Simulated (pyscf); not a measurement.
Single points on ωB97X-D3(BJ)/def2-SVP structures (PySCF, gas phase).

**Question.** Estimate by transition-state theory the rate constant of `[ClH]` + `[NH2][Ti]([Cl])([Cl])[Cl]` -> `[Cl][Ti]([Cl])([Cl])[Cl]` + `[NH3]` (singlet surface; Cl–H, N–Ti broken, Cl–Ti, H–N formed) at 900 K, with ωB97M-D3(BJ)/def2-TZVP energies (ideal gas, 1 atm, RRHO with modes under 100 cm⁻¹ raised to 100, one conformer, R ln 2 for chiral ones without a mode under 150 cm⁻¹; no tunnelling).

**Answer.** The electronic barrier is 6.6 kcal/mol and the thermal terms add +32.8, so ΔG‡ = 39.4 kcal/mol. With k_BT/h = 1.88e+13 s⁻¹ and RT = 1.788 kcal/mol, and a volume of 1.23e-19 cm³ per molecule at 1 atm, k = 6.2e-16 cm³ molecule⁻¹ s⁻¹. Wigner's tunnelling factor for 509i cm⁻¹ would be 1.03. A shift of 1 kcal/mol in the barrier changes k by a factor 1.7. On the product side the descent ends in an adduct with a N–Ti contact, 14.2 kcal/mol under the separated species and 34.8 kcal/mol under the saddle at ωB97X-D3(BJ)/def2-TZVP. What is counted as broken (N–Ti) persists as a longer contact in the product adduct; parting that adduct is a step of its own. At ωB97X-D3(BJ) the barrier from the zero used here is 3.4 kcal/mol. This is the saddle that the search found; another between the same sides may lie lower.
